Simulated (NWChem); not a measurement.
# Correlation energy of CH (+1)

```
C
H 1 1.1472
```
Charge +1, spin multiplicity 1.

All runs are NWChem calculations. All single points use one geometry, from PBE0/def2-SVP, a minimum by its harmonic frequencies.

Basis set: def2-TZVP. Each correlation energy counts from its own Hartree-Fock reference.

```tsv
method	correlation energy (mHa)	difference from CCSD(T)
CCSD(T)	-114.0	0.0
MP2	-82.0	+32.0
CR-CCSD(T)	-113.8	+0.2
CR-CCSD[T]	-113.8	+0.2
CCSD+T(CCSD)	-114.0	0.0
CCSDT	-114.4	-0.4
SCS-MP2	-93.3	+20.7
CCSD	-111.9	+2.1
```

The values span 32.5 mHa, from CCSDT (lowest) to MP2 (highest). 

The correlated methods keep 1 core orbital frozen. The structure started from a generated list of species. Coupled-cluster values serve here as a point of comparison, not as the truth.
